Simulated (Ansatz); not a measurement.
This geometry of CH6N3 (10 atoms, charge 1, multiplicity 1) is a first-order saddle point.

Computed with RKS PBE/def2-SVP (Ansatz 0.2.0).

```xyz
10
Properties=species:S:1:pos:R:3
N -1.017 0.580 -0.558
C 0.025 -0.054 -0.018
N 0.443 -1.230 -0.470
N 0.742 0.473 1.060
H -1.557 0.210 -1.347
H -1.308 1.484 -0.179
H 1.250 -1.655 -0.002
H 0.009 -1.730 -1.252
H 1.226 1.355 0.845
H 0.187 0.569 1.921
```

Task: Which two structures does it join? (They come from a converged band through this point; their orientation in space is the band's.)

Result: No bond is made or broken. The dihedral N3–C2–N4–H9 goes from 0 to -180°. The two ends are copies of one structure, up to a mirror image or an exchange of like atoms.

First end point:

```xyz
10
Properties=species:S:1:pos:R:3
N -1.127 0.518 -0.513
C -0.001 -0.001 0.001
N 0.518 -1.125 -0.518
N 0.609 0.607 1.031
H -1.609 0.077 -1.296
H -1.540 1.372 -0.138
H 1.372 -1.539 -0.146
H 0.074 -1.606 -1.300
H 1.467 0.234 1.438
H 0.237 1.463 1.441
```

Last end point:

```xyz
10
Properties=species:S:1:pos:R:3
N -1.127 0.518 -0.513
C 0.000 0.000 0.000
N 0.518 -1.125 -0.518
N 0.610 0.607 1.030
H -1.609 0.077 -1.296
H -1.540 1.372 -0.138
H 1.373 -1.539 -0.146
H 0.074 -1.606 -1.300
H 0.237 1.463 1.442
H 1.467 0.234 1.438
```

Task: How far does it lie above each of them?

Result: 0.57 eV above the first and 0.57 eV above the second. This is the barrier of this one path; another mechanism may lie lower. Limits of this set-up: the dipole of an ion depends on the origin.

Time of the run: 2.4 min on 1 thread of Arm Neoverse V2, on a shared host, peak memory 0.16 GiB.
